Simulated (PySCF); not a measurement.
Compound: ethyl chloride, C2H5Cl.
Numbering: `[CH3:1][CH2:2][Cl:3]` (hydrogens: H4, H5, H6 on C1; H7, H8 on C2)

The closed-shell ground state was solved at several levels (PySCF, density fitting, gas phase, non-relativistic). Isolated species at its PBE0-D3(BJ)/def2-SVP geometry, gas phase.

```csv
level,basis functions,HOMO (eV),LUMO (eV),gap (eV),dipole (D)
PBE0/def2-SVP,71,-8.09,1.41,9.50,1.98
PBE0/aug-cc-pVDZ,118,-8.36,-0.11,8.25,2.16
PBE0/pcSseg-1,83,-8.35,0.92,9.27,2.19
wB97X-D/pcSseg-2,185,-10.27,2.15,12.42,2.19
PBE0/def2-TZVPD,165,-8.36,0.23,8.59,2.12
"PBE0/6-311+G(2d,p)",119,-8.36,0.24,8.60,2.14
PBE0/6-31G*,56,-8.24,1.22,9.46,2.20
LC-wPBE/def2-SVPD,107,-11.26,2.42,13.68,2.20
B3LYP/cc-pVTZ,164,-8.05,0.49,8.54,2.06
wB97X-D/def2-SVPD,107,-10.31,2.25,12.56,2.21
LDA/pcSseg-2,185,-7.04,-0.56,6.48,2.11
PBE0/def2-TZVP,129,-8.30,0.87,9.17,2.07
```

Question: What might CAM-B3LYP/def2-SVPD (107 basis functions) give for the same quantities?

Answer: HOMO -9.82 eV, LUMO 1.28 eV, gap 11.10 eV, dipole 2.17 D.

Question: Over all these levels, which gives the widest orbital gap and which the narrowest?

Answer: LC-wPBE/def2-SVPD (range-separated hybrid) has the widest, 13.68 eV, and LDA/pcSseg-2 (LDA) the narrowest, 6.48 eV. Functional and basis both differ between the two, so the spread mixes both effects.

Question: How much does the basis alone move the frontier levels among the 7 PBE0 rows?

Answer: The HOMO by 0.27 eV and the LUMO by 1.52 eV. By rising basis size (HOMO, LUMO in eV): 6-31G* -8.24, 1.22; def2-SVP -8.09, 1.41; pcSseg-1 -8.35, 0.92; aug-cc-pVDZ -8.36, -0.11; 6-311+G(2d,p) -8.36, 0.24; def2-TZVP -8.30, 0.87; def2-TZVPD -8.36, 0.23.

Question: How far do the dipole and the HOMO energy spread over the levels?

Answer: The dipole runs from 1.98 to 2.21 D (mean 2.14 D) and the HOMO from -11.26 to -7.04 eV.
